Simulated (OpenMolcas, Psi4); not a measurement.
# Predicting a hybrid from its neighbours: C3H2O (2-cyclopropen-1-one)

C3H2O: 6 atoms, total charge 0, spin state singlet. As SMILES, `O=c1cc1`. Geometry: relaxed at PBE0-D4/def2-TZVP.

The dipole moment y, in D, basis def2-SVPD; a is the functional's share of exact exchange. Programs: OpenMolcas 26.06, Psi4 1.11.

| functional | program | a | y (D) |
| --- | --- | --- | --- |
| TPSS | Psi4 | 0 | 4.17 |
| PBE | OpenMolcas | 0 | 4.12 |
| TPSSh | Psi4 | 0.1 | 4.27 |
| B3LYP | Psi4 | 0.2 | 4.36 |
| PBE0 | Psi4 | 0.25 | ? |
| BHLYP | Psi4 | 0.5 | 4.63 |

Fit y = c + s·a to the known rows and predict PBE0.


1. Means of the 5 rows: a = 0.1600, y = 4.310.
2. Σ(Δa)² = 0.172, Σ(Δa·Δy) = 0.166, so the slope is 0.166/0.172 = 0.96512.
3. Intercept: 4.310 − (0.96512) × 0.1600 = 4.156. The largest residual of the fit is 0.036.
4. PBE0: 4.156 + (0.96512) × 0.25 = 4.40 D.

The run gave 4.36 D, so the prediction is off by +0.04 D, about the largest residual. More exact exchange makes the molecule more polar here. The rows mix families of semi-local functionals, which the line can't see.
